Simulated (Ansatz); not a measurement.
Geometry optimisation, Ansatz 0.2.0, UKS B3LYP-D4/def2-SVP.

Input file:

```yaml
crystal:
  periodic: [false, false, false]
  atoms:
    - { symbol: Si, position_ang: [-1.171135, -0.062464, -0.583323] }
    - { symbol: F, position_ang: [1.218154, 1.702433, -0.827723] }
    - { symbol: H, position_ang: [-0.718104, 0.121834, -1.987657] }
    - { symbol: H, position_ang: [-1.711756, 1.232324, -0.073902] }
    - { symbol: H, position_ang: [-2.274759, -1.07338, -0.557567] }
    - { symbol: H, position_ang: [1.386801, 1.699687, 0.069031] }
    - { symbol: Si, position_ang: [0.510272, -0.787039, 0.74039] }
    - { symbol: H, position_ang: [0.0131, -1.670118, 1.836982] }
    - { symbol: H, position_ang: [1.547695, -1.528674, -0.032614] }
    - { symbol: H, position_ang: [1.199733, 0.365398, 1.416483] }
magnetization:
  spin_polarized: true
basis:
  gaussian: { orbitals: def2-SVP }
hamiltonian:
  xc: b3lyp
  dispersion: d4
relax:
  f_tol: 0.03
  max_steps: 50
```

Command:

```bash
$ ansatz run input.yaml --threads 2 --pin off --max-ram 3072MiB --backend cpu --events-out ev --progress --plain --runs-dir out
```

Task: Where does it end, and by what steps?

Result: The forces met the threshold. After 7 steps the energy has fallen by 0.070 eV; F2 moved furthest, 0.08 Å.

```json
{"step": "0", "energy less start (eV)": "0.0000", "largest force component (eV/Å)": "1.058", "accepted": "yes"}
{"step": "1", "energy less start (eV)": "-0.0587", "largest force component (eV/Å)": "0.229", "accepted": "yes"}
{"step": "2", "energy less start (eV)": "-0.0505", "largest force component (eV/Å)": "1.066", "accepted": "no"}
{"step": "3", "energy less start (eV)": "-0.0665", "largest force component (eV/Å)": "0.392", "accepted": "yes"}
{"step": "4", "energy less start (eV)": "-0.0692", "largest force component (eV/Å)": "0.177", "accepted": "yes"}
{"step": "5", "energy less start (eV)": "-0.0691", "largest force component (eV/Å)": "0.097", "accepted": "no"}
{"step": "6", "energy less start (eV)": "-0.0701", "largest force component (eV/Å)": "0.040", "accepted": "yes"}
{"step": "7", "energy less start (eV)": "-0.0704", "largest force component (eV/Å)": "0.012", "accepted": "yes"}
```

```xyz
10
Properties=species:S:1:pos:R:3
Si -1.231 -0.062 -0.610
F 1.297 1.731 -0.828
H -0.776 0.101 -2.016
H -1.766 1.231 -0.093
H -2.332 -1.071 -0.572
H 1.445 1.692 0.089
Si 0.536 -0.797 0.763
H 0.057 -1.696 1.854
H 1.585 -1.507 -0.022
H 1.186 0.378 1.437
```

The run took 15 s on 2 threads of Intel(R) Xeon(R) Platinum 8488C (Sapphire Rapids), on a shared host, peak memory 0.23 GiB.
